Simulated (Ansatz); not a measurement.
Input for Ansatz (development build ahead of 0.2.0):

```yaml
crystal:
  periodic: [false, false, false]
  atoms:
    - { symbol: S, position_ang: [0.01725, 0.01269, 1.23447] }
    - { symbol: C, position_ang: [0.01235, 1.28348, -0.00139] }
    - { symbol: C, position_ang: [0.02432, -1.27871, -0.00464] }
    - { symbol: C, position_ang: [-0.04422, 0.72879, -1.25334] }
    - { symbol: C, position_ang: [-0.02822, -0.72047, -1.30995] }
    - { symbol: H, position_ang: [-0.03115, 2.26809, 0.32916] }
    - { symbol: H, position_ang: [0.01278, -2.33081, 0.284] }
    - { symbol: H, position_ang: [-0.01381, 1.33075, -2.12396] }
    - { symbol: H, position_ang: [-0.01495, -1.37324, -2.17291] }
basis:
  gaussian: { orbitals: cc-pVDZ }
hamiltonian:
  xc: hf
correlation:
  method: mp2
  frozen_orbitals: { C: 1, H: 0, S: 5 }
```

The input is written out in the form of the current development build from the run's settings.

Output:

* Converged: yes
* Reference energy: -551.30863 hartree
* Correlation energy: -0.66610 hartree
* Total energy: -551.97472 hartree
* Spin squared of the determinant: 0.000
